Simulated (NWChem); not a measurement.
Molecule: NH2, doublet; SMILES [NH2]

In the optimisation the excess spin sits in b2 (C2v, its own frame).

Question: Give the equilibrium geometry at PBE0-D3(BJ)/def2-TZVP, spin-unrestricted (NWChem) as a Z-matrix, with the point group.

Answer: point group C2v; any orientation.
```
N
H 1 1.0268
H 1 1.0268 2 103.09
```
